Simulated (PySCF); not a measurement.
Dipole moment and polarisability of methyl vinyl sulfone

Species: methyl vinyl sulfone, C3H6O2S.
Cartesian coordinates in Å at the GFN2-xTB level; atoms count from 1:
```
atom  x, y, z in Å
C1     1.978   -0.183    0.678
C2     1.105    0.207   -0.221
S3    -0.529    0.741    0.305
C4    -1.612   -0.584   -0.309
O5    -0.580    0.744    1.740
O6    -0.857    1.954   -0.393
H7     2.980   -0.501    0.435
H8     1.693   -0.183    1.718
H9     1.274    0.277   -1.281
H10   -1.495   -0.648   -1.383
H11   -1.322   -1.504    0.180
H12   -2.632   -0.322   -0.054
```

Level: B3LYP/def2-SVPD (PySCF), static field, nuclei fixed, core orbitals frozen in the response. The polarisability tensor in these axes (au):

```
x   74.62 -3.69  6.31
y   -3.69 57.75 -1.16
z    6.31 -1.16 60.34
```

Task: What are the eigenvalues, a third of the trace, and Δα (Δα² = ½Σ(αi − αj)² over the three pairs)?

Result: Principal values 56.96, 58.00 and 77.75 au; mean 64.24 au = 9.52 Å³ = 10.59 × 10⁻⁴⁰ C²·m²/J; Δα = 20.30 au (32 % of the mean).

Task: What is the dipole moment, and where does it point?

Result: (1.55, -4.10, -1.93) D, 4.79 D in size, pointing from the negative to the positive side. Measured along this direction, the outermost atoms are O6 at the negative end and H7 at the positive end.

Task: What would n − 1 = 2πNα be for an ideal gas of these molecules at 400 K and 1 atm, electronic part alone?

Result: N = p/kT = 1.8347 × 10¹⁹ cm⁻³, so n − 1 = 2π × N × 9.52 × 10⁻²⁴ cm³ = 1097 × 10⁻⁶ at long wavelengths.

Task: What are the principal values of the traceless quadrupole moment, Θ = ½Σq(3rr − r²1), about the centre of nuclear charge?

Result: -7.73, -3.19, 10.93 D·Å. The values depend on the origin, since the dipole doesn't vanish. The electronic extent ⟨r²⟩ about the same centre is 634 bohr², a root-mean-square distance of 1.78 Å for the 56 electrons.

Task: What depolarisation ratio follows for Rayleigh scattering of linearly polarised light, taking the static tensor?

Result: ρ = 3Δα²/(45ᾱ² + 4Δα²) = 1236.0/(185686 + 1648.0) = 0.0066.

Task: Find the Langevin capture rate constant for NH4+ (18.034 u) meeting this molecule (106.009 u), k = 2.342 × 10⁻⁹ cm³/s × √(α in Å³ / reduced mass in u).

Result: The reduced mass is 15.41 u, so k = 1.84 × 10⁻⁹ cm³/s. The formula leaves out the permanent dipole, which adds to the capture rate.

Task: What molar refraction does this α imply?

Result: Lorentz–Lorenz: R = (4π/3)N_A α = 2.5225 cm³/(mol·Å³) × 9.52 Å³ = 24.0 cm³/mol, in the limit of long wavelengths.

The structure is a single GFN2-xTB conformer in the gas phase; no vibrational or solvent corrections.

These values come from a run that also computed excited states. Hardware: one thread of an x86-64 server, shared host. Cost: 16 s.
